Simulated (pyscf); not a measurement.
Structures and frequencies: ωB97X-D3(BJ)/def2-SVP in PySCF. Correlated levels are frozen-core, on RHF or UHF. ΔMP2 is the change of the MP2 total energy from the triple- to the quadruple-zeta basis.

**Question.** Estimate the classical barrier height and the reaction energy of HO–Si(OH)(Cl)–Cl → O=Si(Cl)–Cl + water (H₂O) at CCSD(T)/def2-TZVPP + ΔMP2(QZVPP). The step runs on the singlet surface, breaks H–O, O–Si and forms H–O; take the reactant's lowest minimum found as zero.

**Answer.** ΔE‡ = 2.37 eV, ΔE = +3.20 eV. Zero-point energy shifts the barrier by -0.06 eV. It is an elimination, with an imaginary mode of 873i cm⁻¹. On the product side the descent ends in an adduct with a O–Si contact, 1.11 eV under the separated species and 0.17 eV under the saddle at ωB97X-D3(BJ)/def2-TZVP. At CCSD(T) the saddle lies under the separated products, which points to a path from their complex (located at ωB97X-D3(BJ) alone), and parting the products costs more than the saddle. What is counted as broken (O–Si) persists as a longer contact in the product adduct; parting that adduct is a step of its own. One saddle was located; it need not be the lowest between these sides. The CCSD(T) − MP2 part came from Ansatz, without density fitting, on the same reference.
